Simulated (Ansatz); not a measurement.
**AlBH2 (singlet): the correlation ladder, 6-31G**

Aim: climb from Hartree-Fock through coupled cluster and multireference methods for AlBH2 (singlet) at one geometry and basis, and see what each rung misses.

Program: Ansatz 0.2.0, Gaussian basis. Level of theory: 6-31G, core rule «outside noble gas», up to 6 orbitals frozen. These are calculated values, not measurements.

The runs, in order: UHF; CCSD(T) on RHF; CCSD(T) on UHF; BCCD(T) on RHF; CISD; CCSDT(Q) on RHF; CCSDT(Q) on UHF; CISDTQ; CCSDTQ on RHF; CASSCF and MRCISD+Q, 8 electrons in 10 orbitals; CASSCF and NEVPT4(SD), 8 electrons in 10 orbitals; CASSCF and NEVPT2, 8 electrons in 10 orbitals; Full CI.

11 further runs of the same task are left out: 2 that didn't finish, 9 set aside as unsound or not needed. Runs told in other sessions of the task aren't counted.

## Step 1: The system

The geometry is a PBE0/def2-TZVP stationary point (not a proven minimum).

4 atoms, charge 0, spin multiplicity 1.

Atoms are counted from 1 here; the program's logs count them from 0.

Bond lengths: B1–Al2 2.055 Å, B1–H3 1.197 Å, Al2–H4 1.595 Å. Angles: Al2–B1–H3 139.8°, B1–Al2–H4 128.5°.

## Step 2: UHF

in.yaml

```yaml
crystal:
  periodic: [false, false, false]
  atoms:
    - {symbol: B, position_ang: [0.000000, -0.236580, 1.427367]}
    - {symbol: Al, position_ang: [0.000000, 0.116336, -0.597031]}
    - {symbol: H, position_ang: [0.000000, 0.366780, 2.461377]}
    - {symbol: H, position_ang: [0.000000, -0.943450, -1.789164]}
basis:
  gaussian: {orbitals: 6-31G}
magnetization: {spin_polarized: true, initial_magnetization: 0}
hamiltonian: {xc: hf}
output: {orbitals: {seedname: orbitals}}
```

The run is started by

```sh
> ansatz run in.yaml --threads 1 --pin off --events-out ev --progress --plain --max-ram 2393MiB
```

The runs that follow: CCSD(T) on RHF; CCSD(T) on UHF; BCCD(T) on RHF; CISD; CCSDT(Q) on RHF; CCSDT(Q) on UHF; CISDTQ; CCSDTQ on RHF; CASSCF and MRCISD+Q, 8 electrons in 10 orbitals; CASSCF and NEVPT4(SD), 8 electrons in 10 orbitals; CASSCF and NEVPT2, 8 electrons in 10 orbitals; Full CI.

Q: Predict the results of all the runs planned. Wanted: FCI from the RHF energy; RMP2 from FCI; UMP2 from FCI; RCCSD from FCI; RCCSD(T) from FCI; UCCSD(T) from FCI; RCCSDT(Q) from FCI; UCCSDT(Q) from FCI; NEVPT2 valence from FCI.

**Answer**, as computed:

```
                         quantity                                                                                                                            value
          FCI from the RHF energy                                                                                                                       -3.4511 eV
                    RMP2 from FCI                                                                                                                    +104.3 kJ/mol
                    UMP2 from FCI                                                                                                                     +99.3 kJ/mol
                   RCCSD from FCI                                                                                                                     +15.5 kJ/mol
                RCCSD(T) from FCI                                                                                                                      +3.9 kJ/mol
                UCCSD(T) from FCI                                                                                                                      +3.1 kJ/mol
               RCCSDT(Q) from FCI                                                                                                                      +0.2 kJ/mol
               UCCSDT(Q) from FCI                                                                                                                      -1.6 kJ/mol
          NEVPT2 valence from FCI                                                                                                                     +20.0 kJ/mol
      NEVPT4(SD) valence from FCI                                                                                                                      +3.6 kJ/mol
        MRCISD+Q valence from FCI                                                                                                                      +0.9 kJ/mol
levels within 1 kcal/mol (43 meV)  RCCSD(T), UCCSD(T), RCCSDT, UCCSDT, CISDTQ, RCCSDT(Q), UCCSDT(Q), RCCSDTQ, NEVPT4(SD) valence, MRCISD valence, MRCISD+Q valence
                    T1 diagnostic                                                                                                                            0.030
   effectively unpaired electrons                                                                                                                             0.36
```

RCCSD(T) lands +3.9 kJ/mol from the yardstick (1.2 % of the correlation energy). UCCSDT, UCCSDT(Q) fall below full CI: unrestricted runs freeze a spin-polarised core, another one than full CI's, and coupled cluster isn't variational. The occupations show static correlation (0.36 effectively unpaired electrons where one determinant has 0). Of the multireference levels listed MRCISD+Q valence comes nearest in total energy (+0.9 kJ/mol), which doesn't show that its space is the better one. Coupled cluster took another determinant than the lowest Hartree-Fock one. These misses are within one basis, not against nature.
